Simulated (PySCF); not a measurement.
Species: silylphosphane, H5PSi.
Z-matrix (Å and degrees, PBE0-D3(BJ)/def2-SVP geometry), rows numbered from 1:
```
Si
P   1  2.2669
H   1  1.4937  2  108.31
H   1  1.4938  2  107.95  3  -117.86
H   1  1.4950  2  113.53  3   121.19
H   2  1.4296  1   93.72  3   -74.06
H   2  1.4296  1   93.50  3  -167.84
```

The closed-shell ground state was solved at several levels (PySCF, density fitting, gas phase, non-relativistic).

| level | basis functions | HOMO (eV) | LUMO (eV) | gap (eV) | dipole (D) |
| --- | --- | --- | --- | --- | --- |
| B3LYP/6-31G* | 46 | -7.29 | 0.25 | 7.54 | 0.89 |
| B3LYP/def2-TZVP | 104 | -7.42 | 0.05 | 7.47 | 0.60 |
| wB97X-D/def2-SVPD | 88 | -9.44 | 1.70 | 11.14 | 0.71 |
| PBE0/pcSseg-1 | 73 | -7.66 | 0.36 | 8.02 | 0.98 |
| B3LYP/cc-pVTZ | 138 | -7.41 | 0.13 | 7.54 | 0.60 |
| B3LYP/aug-cc-pVTZ-J | 236 | -7.44 | -0.56 | 6.88 | 0.57 |

(1) What might HF/pcSseg-2 (156 basis functions) give for the same quantities?

(2) Over all these levels, which gives the widest orbital gap and which the narrowest?

(3) How much does the basis alone move the frontier levels among the 4 B3LYP rows?

(4) How far do the dipole and the HOMO energy spread over the levels?

Answers

(1) HOMO -10.14 eV, LUMO 2.64 eV, gap 12.78 eV, dipole 0.80 D.

(2) HF/pcSseg-2 (Hartree–Fock, all exact exchange) has the widest, 12.78 eV, and B3LYP/aug-cc-pVTZ-J (global hybrid, 20 % exact exchange) the narrowest, 6.88 eV. Functional and basis both differ between the two, so the spread mixes both effects. The HOMO need not be the same orbital at Hartree–Fock and at DFT levels.

(3) The HOMO by 0.15 eV and the LUMO by 0.81 eV. By rising basis size (HOMO, LUMO in eV): 6-31G* -7.29, 0.25; def2-TZVP -7.42, 0.05; cc-pVTZ -7.41, 0.13; aug-cc-pVTZ-J -7.44, -0.56.

(4) The dipole runs from 0.57 to 0.98 D (mean 0.74 D) and the HOMO from -10.14 to -7.29 eV.
